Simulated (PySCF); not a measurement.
Cost of one run: excited-state job, `O=C=C=C=O`.

Method: TDDFT CAM-B3LYP/def2-SVPD, vertical, gas phase, core orbitals frozen in the response (PySCF 2.14.0, density-fitted response routines). Geometry: GFN2-xTB. Work: 8 singlets by full TDDFT, 3 Tamm–Dancoff triplets, polarisability, density fitting. A driver script takes a list of jobs; this job's settings line and coordinates (Å) are shown.

Input:
```
{"job": {"kind": "uv", "xc": "CAM-B3LYP", "basis": "def2-SVPD", "nstates": 8, "ntriplets": 3}, "charge": 0, "multiplicity": 1}
O     -2.131854    -0.196347     1.157203
C     -1.114850    -0.102526     0.616518
C      0.001909     0.000288     0.022639
C      1.118337     0.103596    -0.571769
O      2.135080     0.197842    -1.112915
```

Hardware: Arm Neoverse V2, one thread (shared host).

Problem. How large is the basis?

Solution. 106 functions for 34 electrons, with 399 fitting functions; the fitted three-index integrals, 399 × 106 × 107/2 numbers of 8 bytes, come to 17 MiB.

Problem. What wall time should be expected on this hardware?

Solution. About 3.9 s. The SCF took 11 cycles.

Problem. At this speed, how long would 1000 such jobs take on 32 cores, one job a core?

Solution. 1000/32 gives 32 rounds of 3.9 s, about 2.1 min of wall time and 1.1 core-hours, if the jobs don't slow each other.

The host was shared with other jobs, so the times are rough.

The run converged: HOMO -9.74 eV, LUMO -0.81 eV; lowest singlet 4.35 eV; lowest triplet 3.85 eV (Tamm–Dancoff); mean polarisability 43.9 au.
